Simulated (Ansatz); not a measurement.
Frontier orbitals of silicon tetrachloride (`Cl[Si](Cl)(Cl)Cl`).

Z-matrix (Å, degrees):
```
Si
Cl 1 2.021
Cl 1 2.021 2 109.5
Cl 1 2.021 2 109.5 3 120.0
Cl 1 2.021 2 109.5 3 -120.0
```

The species carries charge 0 and has multiplicity 1. The structure was optimised at the PBE0-D4/def2-TZVP level. Basis def2-TZVPP, the Gaussian-basis code of Ansatz.

Orbital energies of one run (eV). Highest occupied ones, from the top: -8.10, -8.10, -8.10, -8.90, -8.90, -8.90, -9.15, -9.15, -11.10, -11.10, -11.10, -13.71, -21.05, -21.05. Empty: -1.58, -0.35, -0.35, -0.34, 2.28, 3.16.

Q: Which functional gave them?
A. r2SCAN
B. PBE
C. r2SCAN0
D. ωB97X-V

A: B. HOMO energies: PBE -8.10, r2SCAN -8.49, r2SCAN0 -9.80, ωB97X-V -11.97 eV.
